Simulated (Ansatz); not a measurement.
We consider hcp Ru, described by LDA (Ansatz, a first-principles code, plane waves, PAW).

Run with plane-wave cutoff 520 eV, 16×16×10 k mesh (along the axes of the cell as run), Fermi–Dirac smearing 0.1 eV, perturbation theory, force constants from a 4×4×2 q mesh, no spin polarisation, scalar-relativistic PAW data made under PBE.

Computed at the level's own relaxed cell. Harmonic vibrational thermodynamics at fixed volume:

| T (K) | S_vib (J/K per mol of atoms) | C_V (J/K per mol of atoms) | F_vib (eV/atom) |
|---|---|---|---|
| 100 | 6.12 | 12.75 | 0.0365 |
| 300 | 26.97 | 22.95 | 0.0001 |
| 400 | 33.70 | 23.80 | -0.0315 |
| 500 | 39.06 | 24.20 | -0.0693 |
| 600 | 43.50 | 24.42 | -0.1121 |
| 800 | 50.56 | 24.65 | -0.2099 |
| 1000 | 56.07 | 24.75 | -0.3207 |

The crystal is taken as a harmonic solid at every temperature: melting, phase changes and thermal expansion are not seen, nor the electrons' share in a metal.
